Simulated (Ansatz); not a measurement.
Results of HSE06-D3(BJ) in Ansatz (PAW) for zinc-blende HgTe.

Run with plane-wave cutoff 460 eV, 8×8×8 k mesh, Fermi–Dirac smearing 0.01 eV, scalar-relativistic PAW data made under PBE.

Energies at three volumes about the minimum:

```json
[
 {"V (Å³/atom)": "32.461", "E − E_lowest (meV/atom)": "4.66"},
 {"V (Å³/atom)": "33.294", "E − E_lowest (meV/atom)": "0.00"},
 {"V (Å³/atom)": "34.126", "E − E_lowest (meV/atom)": "1.74"}
]
```

Fit a parabola by hand: where is the minimum, what lattice constant follows, and what is the bulk modulus?

Slopes: (0.00 − 4.66)/(33.294 − 32.461) = -5.594 and (1.74 − 0.00)/(34.126 − 33.294) = 2.091 meV/Å³. Curvature E″ = 2 × (2.091 − (-5.594))/(34.126 − 32.461) = 9.231 meV/Å⁶. From the middle of the first interval, the slope vanishes at V0 = 32.8775 − (-5.594)/9.231 = 33.484 Å³/atom. B = V0 E″ = 33.484 × 9.231 meV/Å³ × 0.1602 GPa per meV/Å³ = 49.5 GPa. With 8 atoms in the cube, a = (8 × 33.484)^(1/3) = 6.446 Å. The full Birch–Murnaghan fit to all volumes gives V0 = 33.465 Å³/atom and B0 = 48.1 GPa.

Measured, for comparison: bulk modulus 42.3 GPa (temperature not stated, no zero-point or thermal correction; as tabulated in Toher et al. (2017), arXiv:1611.05714); lattice constant a 6.46 Å (room temperature, no zero-point or thermal correction; as tabulated in Cava et al. (2013), arXiv:1302.1059). Computed (rounded) less measured: bulk modulus +14 %.

Ansatz is a program for electronic structure.
